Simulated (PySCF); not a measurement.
The scaffold NC-X carries different groups X. Isolated molecules, 0 K electronic values unless said otherwise. Strings in code marks are SMILES.

Quantity: vertical ionisation energy (energy after one electron is removed minus that of the parent at the parent's geometry), in eV.

Level 1: PBE-D3(BJ)/def2-TZVP // B3LYP-D3(BJ)/def2-TZVP (PySCF)
Level 2: PBE/6-31G* // B3LYP-D3(BJ)/def2-TZVP (PySCF)
Level 3: minus the HOMO energy of HF/3-21G // B3LYP-D3(BJ)/def2-TZVP (PySCF)
Level 4: minus the HOMO energy of SVWN5/6-31G* // B3LYP-D3(BJ)/def2-TZVP (PySCF)

| species | level 1 | level 2 | level 3 | level 4 |
|---|---|---|---|---|
| `N#CO` | 11.83 | … | 12.25 | … |
| `C#N` | 13.81 | 13.69 | 13.51 | … |
| `CC#N` | 12.14 | 12.02 | 12.53 | 7.94 |

**Question.** What belongs in the gaps?

**Answer.** 
- `N#CO`, level 2: 11.65
- `N#CO`, level 4: 7.33
- `C#N`, level 4: 8.72
